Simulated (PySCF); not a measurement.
Mapped SMILES: `[CH3:1][CH2:2][CH2:3][CH:4]=[O:5]`; H(Xn) means a hydrogen on atom n.

GIAO shifts from PySCF on PBE0-D3(BJ)/def2-SVP geometries (one conformer, non-relativistic, equivalent nuclei averaged), against TMS at the same level and in the same medium; PCM means IEF-PCM chloroform.

Measured (solution, not stated per compound (mostly CDCl3 or CCl4); Pretsch, Buehlmann, Badertscher, Structure Determination of Organic Compounds, 4th ed. (2009)): C3 45.7, C2 15.7, C1 13.3, H(C3) 2.37, H(C2) 1.64, H(C1) 0.97 ppm.

Q: Which unscaled values do PBE0/pcSseg-1, gas; PBE0/pcSseg-1, PCM; WP04/pcSseg-1, PCM; wB97X-D/pcSseg-1, PCM give, and how close are they?

A: 
| atoms | measured | PBE0/pcSseg-1, gas | PBE0/pcSseg-1, PCM | WP04/pcSseg-1, PCM | wB97X-D/pcSseg-1, PCM |
| --- | --- | --- | --- | --- | --- |
| C3 | 45.7 | 51.0 | 51.6 | 50.1 | 50.6 |
| C2 | 15.7 | 17.0 | 17.5 | 20.5 | 17.0 |
| C1 | 13.3 | 15.0 | 15.0 | 16.7 | 15.0 |
| H(C3) | 2.37 | 2.19 | 2.42 | 2.37 | 2.38 |
| H(C2) | 1.64 | 1.46 | 1.36 | 1.39 | 1.33 |
| H(C1) | 0.97 | 0.95 | 0.96 | 0.95 | 0.96 |

Mean absolute error for ¹³C: PBE0/pcSseg-1, gas 2.8, PBE0/pcSseg-1, PCM 3.1, WP04/pcSseg-1, PCM 4.2, wB97X-D/pcSseg-1, PCM 2.6 ppm.

Mean absolute error for ¹H: PBE0/pcSseg-1, gas 0.13, PBE0/pcSseg-1, PCM 0.11, WP04/pcSseg-1, PCM 0.09, wB97X-D/pcSseg-1, PCM 0.11 ppm.
